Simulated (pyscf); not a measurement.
Structures and frequencies: ωB97X-D3(BJ)/def2-SVP in PySCF.

Q: PBE/def2-TZVP puts the barrier of O=Cr(=O)=O + H₂O → O=Cr(=O)(OH)–OH (addition across a multiple bond or ene-type step; singlet surface; H–O broken, Cr–O, H–O formed) at -19.6 kcal/mol and the reaction energy at -58.2 kcal/mol, from the separated reactants. What do B3LYP-D3(BJ)/def2-TZVP, M06-2X/def2-TZVP, ωB97M-D3(BJ)/def2-TZVP give on the same structures?

A: B3LYP-D3(BJ): ΔE‡ = -17.5 kcal/mol, ΔE = -59.9 kcal/mol; M06-2X: ΔE‡ = -20.0 kcal/mol, ΔE = -61.7 kcal/mol; ωB97M-D3(BJ): ΔE‡ = -15.8 kcal/mol, ΔE = -58.1 kcal/mol. PBE's barrier lies among them. Its reaction energy matches one of them and lies within 3.5 kcal/mol of the others. On the reactant side the descent ends in an adduct with a Cr–O contact, 42.0 kcal/mol under the separated species and 25.1 kcal/mol under the saddle at ωB97X-D3(BJ)/def2-TZVP. At PBE, B3LYP-D3(BJ), M06-2X, ωB97M-D3(BJ) the saddle lies under the separated reactants, which points to a path from their complex (located at ωB97X-D3(BJ) alone). What is counted as formed (Cr–O) is already present as a longer contact in the reactant adduct; forming that adduct is a step of its own. This is the saddle that the search found; another between the same sides may lie lower.
